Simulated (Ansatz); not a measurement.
`[Cl][AlH][Cl]` → `[Cl][Al][Cl]`• + H• at 298.15 K and 1 bar (homolysis of the Al–H bond).

Computed with Ansatz on PBE0-D4/def2-TZVP structures; ΔE is electronic, products minus reactants. CCSD(T)/CBS is the MP2 limit (def2-TZVPP, def2-QZVPP) plus CCSD(T) − MP2 in def2-TZVPP, frozen cores. This one scheme is used for every species, atoms too. No spin–orbit coupling; open shells (•) take unrestricted orbitals.

```tsv
species	CCSD(T)/CBS energy (Eh)	H − E (kJ/mol)	S (J/(mol·K))
`[Cl][AlH][Cl]`	-1162.30651	39.7	288.7
`[Cl][Al][Cl]`•	-1161.66534	19.8	289.9
H•	-0.50000	6.2	114.7
```

H − E and S are ideal-gas, rigid-rotor, harmonic terms from PBE0-D4/def2-TZVP, with the whole ground term of open shells counted as degenerate. 1 Eh = 2625.50 kJ/mol, R = 8.31446 J/(mol·K).

Q: By hand: ΔE, ΔH, ΔS and ΔG.

A: ΔE = (-1161.66534) + (-0.50000) − (-1162.30651) = 0.14117 Eh = 370.6 kJ/mol. Δ(H − E) = 19.8 + 6.2 − 39.7 = -13.7, so ΔH = 356.9 kJ/mol. ΔS = 289.9 + 114.7 − 288.7 = 115.9 J/(mol·K). ΔG = 356.9 − 298.15 × (115.9)/1000 = 322.3 kJ/mol.

Q: By hand: the equilibrium constant, and the temperature at which ΔG would vanish if ΔH and ΔS stayed fixed.

A: log₁₀ K = −ΔG/(RT ln 10) = -56.5. ΔG = 0 at ΔH/ΔS = 3079 K, far beyond where these terms or the molecules hold.

The number of gas molecules changes by +1, which sets the sign of ΔS. A doubt of 5 kJ/mol in ΔE shifts log₁₀ K by 0.9 here. These are equilibria of isolated gas molecules and say nothing of rates. Largest T1 diagnostic: 0.012 (customary marks: 0.02 for closed shells, 0.045 for open ones).
